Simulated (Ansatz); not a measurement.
# [BPH5]− (SMILES [BH3-]P) at 6 levels

Wanted: a comparison of 6 runs (UHF/STO-3G, BLYP/STO-3G, PBE0/STO-3G, wB97X/STO-3G, MP2/STO-3G, UCCSD(T)/STO-3G) of [BPH5]−. 

Program for the calculation: Ansatz 0.2.0.

1 further run of the same task is left out (set aside as unsound or not needed).

## Step 1: The structure to begin with

The species is [BPH5]− (7 atoms), meant as a singlet with charge -1. As SMILES, `[BH3-]P`. The H6–P2 distance was set to 3.462 Å, away from the relaxed value. At this shape a bond of the SMILES string is far longer than usual.

Bond lengths: B1–P2 1.992 Å, B1–H3 1.212 Å, B1–H4 1.212 Å, B1–H5 1.210 Å, P2–H7 1.385 Å. Angles: B1–P2–H7 99.7°, P2–B1–H3 106.1°, P2–B1–H4 106.1°, P2–B1–H5 108.9°, H3–B1–H4 110.9°, H3–B1–H5 112.3°, H4–B1–H5 112.2°.

## Step 2: The energy at UHF/STO-3G (run 1)

job.yaml reads:

```yaml
basis:
  gaussian:
    orbitals: STO-3G
crystal:
  periodic: [false, false, false]
  atoms:
    - {symbol: B, position_ang: [0.211431, -2.468885, -0.327495]}
    - {symbol: P, position_ang: [1.415031, -1.648795, 1.031675]}
    - {symbol: H, position_ang: [-0.866809, -2.593215, 0.210765]}
    - {symbol: H, position_ang: [0.690191, -3.550135, -0.590995]}
    - {symbol: H, position_ang: [0.160031, -1.743435, -1.294005]}
    - {symbol: H, position_ang: [0.219110, 1.599520, 0.971100]}
    - {symbol: H, position_ang: [2.476311, -1.288955, 0.217035]}
total_charge: -1
magnetization:
  spin_polarized: true
  initial_magnetization: 0
hamiltonian:
  xc: hf
accuracy: high
```

Started as:

```console
$ ansatz run job.yaml --threads 1 --pin off --max-ram 2610MiB --events-out events.jsonl --progress --plain --runs-dir runs
```

Standard output:

```text
Warning: RAYON_NUM_THREADS=1 ignored (pool sized by the plan → 1); use --threads N
Functional definition: HF
  name "HF"
  exchange = exact_x
  correlation = 0
328 factors; integrals over basis functions are off by at most 1.3e-8 eV
mean field evaluation 1: about -9895.3380 eV, gradient 1.1e1 eV
mean field evaluation 2: about -9895.3799 eV, gradient 1.1e1 eV
mean field evaluation 4: about -9896.9322 eV, gradient 6.6e0 eV
mean field evaluation 8: about -9898.4505 eV, gradient 1.2e0 eV
mean field evaluation 16: about -9898.4703 eV, gradient 1.1e-2 eV
mean field evaluation 32: about -9902.8868 eV, gradient 1.9e0 eV
mean field -9902.94912178 eV, -363.9266677653 hartree, gradient 2.6e-8 eV, S^2 1.003491; 2 other end points of the search recorded, 0 dependent functions left out
reference -9902.94912178 eV, -363.9266677653 hartree; 13, 13 occupied and 6, 6 virtual orbitals, 328 factors
Total energy: -9902.94912178 eV, -363.9266677653 hartree
```

Wall time 0.16 s (1 thread of Arm Neoverse V2, shared host).

## Step 3: A single-point energy at BLYP/STO-3G (run 2)

run.yaml reads:

```yaml
crystal:
  periodic: [false, false, false]
  atoms:
    - {symbol: B, position_ang: [0.211431, -2.468885, -0.327495]}
    - {symbol: P, position_ang: [1.415031, -1.648795, 1.031675]}
    - {symbol: H, position_ang: [-0.866809, -2.593215, 0.210765]}
    - {symbol: H, position_ang: [0.690191, -3.550135, -0.590995]}
    - {symbol: H, position_ang: [0.160031, -1.743435, -1.294005]}
    - {symbol: H, position_ang: [0.219110, 1.599520, 0.971100]}
    - {symbol: H, position_ang: [2.476311, -1.288955, 0.217035]}
basis:
  gaussian: {orbitals: STO-3G}
total_charge: -1
accuracy: high
hamiltonian: {xc: {name: BLYP}}
```

Started as:

```console
$ ansatz run run.yaml --threads 1 --pin off --max-ram 2610MiB --events-out events.jsonl --progress --plain --runs-dir runs
```

Standard output:

```text
Warning: RAYON_NUM_THREADS=1 ignored (pool sized by the plan → 1); use --threads N
Functional definition: BLYP
  name "BLYP"
  parameter beta = 0.0042
  parameter a = 0.04918
  parameter b = 0.132
  parameter c = 0.2533
  parameter d = 0.349
  exchange = b88_x(beta = beta)
  correlation = lyp_c(a = a, b = b, c = c, d = d)
328 factors; integrals over basis functions are off by at most 1.3e-8 eV
mean field evaluation 1: about -9915.1321 eV, gradient 2.5e1 eV
mean field evaluation 2: about -9899.1309 eV, gradient 3.8e1 eV
mean field evaluation 4: about -9921.2034 eV, gradient 1.5e1 eV
mean field evaluation 8: about -9921.1375 eV, gradient 1.5e1 eV
mean field evaluation 16: about -9923.1917 eV, gradient 1.3e-7 eV
mean field -9923.19172629 eV, -364.6705697602 hartree, gradient 9.0e-9 eV, S^2 0.000000; 0 other end points of the search recorded, 0 dependent functions left out
reference -9923.19176884 eV, -364.6705713237 hartree; 13, 13 occupied and 6, 6 virtual orbitals, 328 factors
Total energy: -9923.19176884 eV, -364.6705713237 hartree
```

It took 1.1 s on 1 thread of Arm Neoverse V2, shared host; peak memory 0.096 GiB.

Runs 3 to 5 aren't shown in full; the table further down has their settings and results.

## Step 4: The energy at UCCSD(T)/STO-3G (run 6)

in.yaml reads:

```yaml
crystal:
  periodic: [false, false, false]
  atoms:
    - {symbol: B, position_ang: [0.211431, -2.468885, -0.327495]}
    - {symbol: P, position_ang: [1.415031, -1.648795, 1.031675]}
    - {symbol: H, position_ang: [-0.866809, -2.593215, 0.210765]}
    - {symbol: H, position_ang: [0.690191, -3.550135, -0.590995]}
    - {symbol: H, position_ang: [0.160031, -1.743435, -1.294005]}
    - {symbol: H, position_ang: [0.219110, 1.599520, 0.971100]}
    - {symbol: H, position_ang: [2.476311, -1.288955, 0.217035]}
basis:
  gaussian:
    orbitals: STO-3G
accuracy: high
scf:
  omitted_lower_state_checks: [cluster_reference, increment]
correlation:
  method: ccsd_t
  frozen_orbitals: {B: 1, H: 0, P: 5}
total_charge: -1
magnetization:
  spin_polarized: true
```

Started as:

```console
$ ansatz run in.yaml --threads 1 --pin off --max-ram 2610MiB --events-out events.jsonl --progress --plain --runs-dir runs
```

Standard output:

```text
Warning: RAYON_NUM_THREADS=1 ignored (pool sized by the plan → 1); use --threads N
[... 14 lines left out ...]
6 core orbitals not correlated: weight in the atoms' cores, before any rotation towards them, 1.000 or more for the frozen orbitals, at most 0.000 for the correlated occupied ones
[... 40 lines left out ...]
Total energy: -9905.45288749 eV, -364.0186794581 hartree
Checks for a lower state left out: cluster_reference, increment
```

Run time: 0.3 s. Hardware: 1 thread of Arm Neoverse V2, shared host.

## Step 5: Overview of the runs

| run | level | frozen core orbitals | energy (Eh) | wall time |
| --- | --- | --- | --- | --- |
| 1 | UHF/STO-3G | – | -363.926668 | 0.16 s |
| 2 | BLYP/STO-3G | – | -364.670571 | 1.1 s |
| 3 | PBE0/STO-3G | – | -364.537251 | 1.1 s |
| 4 | wB97X/STO-3G | – | -364.664406 | 5.4 s |
| 5 | MP2/STO-3G | 6 | -363.927752 | 0.12 s |
| 6 | UCCSD(T)/STO-3G | 6 | -364.018679 | 0.3 s |

## Step 6: What came out

```
                                          quantity          value
                               run 6: total energy  -364.01868 Eh
run 6: correlation energy (6 core orbitals frozen)      -92.0 mEh
                             run 6: (T) correction      -0.49 mEh
          run 6: ⟨S²⟩ of the reference determinant          1.003
                              run 6: T1 diagnostic          0.007
```

What this shows: Below the UHF energy at the same shape and in the same basis (STO-3G): MP2 -1.1 mEh; UCCSD(T) -92.0 mEh. Some of these start from another determinant than that one, so these aren't their correlation energies. Totals of different functionals can't be ranked against each other. In run 5 the log says that unrestricted orbitals would lower the reference, so the values rest on an unstable closed-shell determinant (other closed-shell runs at this shape may share the fault). In runs 1, 2, 3, 4, 5, 6 the basis is minimal, so the values are rough. Spin contamination of the reference: run 1 ⟨S²⟩ = 1.00, run 6 ⟨S²⟩ = 1.00. Where it is this large, the reference is a mixture of spin states, and values that rest on it are in doubt. All runs together took 8.2 s, the longest 5.4 s.
